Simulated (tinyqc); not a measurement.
Inside a calculation. Method: extended Hueckel theory, for CH3+. The parameters take no account of the charge, which enters only through the electron count. One step of it, computed by the program tinyqc.

Problem. Mulliken analysis. P = C n C^T; charge = valence electrons (H 1, C 4) minus the sum of (P S)_ii on the atom; overlap population = 2 sum P_ij S_ij between two atoms.

coefficients, order 1C 2s, 1C 2px, 1C 2py, 1C 2pz, 2H 1s, 3H 1s, 4H 1s:
$$\begin{pmatrix}
0.672089 & 0.000000 & -0.000068 & 0.053954 & 0.000000 & -0.001336 & 1.412836 \\
-0.000018 & 0.000000 & 0.526799 & 0.000007 & 0.000000 & 1.199815 & 0.001771 \\
0.000000 & 0.526715 & 0.000000 & 0.000000 & 1.199809 & 0.000000 & 0.000000 \\
0.004353 & 0.000000 & -0.000008 & 0.997151 & 0.000000 & 0.000116 & -0.122279 \\
0.199173 & 0.000000 & 0.502973 & -0.018795 & 0.000000 & -1.028836 & -0.784230 \\
0.199087 & 0.435657 & -0.251565 & -0.018806 & -0.891546 & 0.515644 & -0.781949 \\
0.199087 & -0.435657 & -0.251565 & -0.018806 & 0.891546 & 0.515644 & -0.781949
\end{pmatrix}$$

occupations: [2.000000, 2.000000, 2.000000, 0.000000, 0.000000, 0.000000, 0.000000]

overlap S, order 1C 2s, 1C 2px, 1C 2py, 1C 2pz, 2H 1s, 3H 1s, 4H 1s:
$$\begin{pmatrix}
1.000000 & 0.000000 & 0.000000 & 0.000000 & 0.497114 & 0.496907 & 0.496907 \\
0.000000 & 1.000000 & 0.000000 & 0.000000 & 0.492729 & -0.246219 & -0.246219 \\
0.000000 & 0.000000 & 1.000000 & 0.000000 & 0.000000 & 0.426658 & -0.426658 \\
0.000000 & 0.000000 & 0.000000 & 1.000000 & -0.039766 & -0.039742 & -0.039742 \\
0.497114 & 0.492729 & 0.000000 & -0.039766 & 1.000000 & 0.128268 & 0.128268 \\
0.496907 & -0.246219 & 0.426658 & -0.039742 & 0.128268 & 1.000000 & 0.128132 \\
0.496907 & -0.246219 & -0.426658 & -0.039742 & 0.128268 & 0.128132 & 1.000000
\end{pmatrix}$$

Give: charges; Overlap populations.

Solution.

charges: 1C 0.805, 2H 0.065, 3H 0.065, 4H 0.065

Overlap populations:
```
pair      value
2-1    0.788191
3-1    0.787988
3-2   -0.044575
4-1    0.787988
4-2   -0.044575
4-3   -0.044527
```
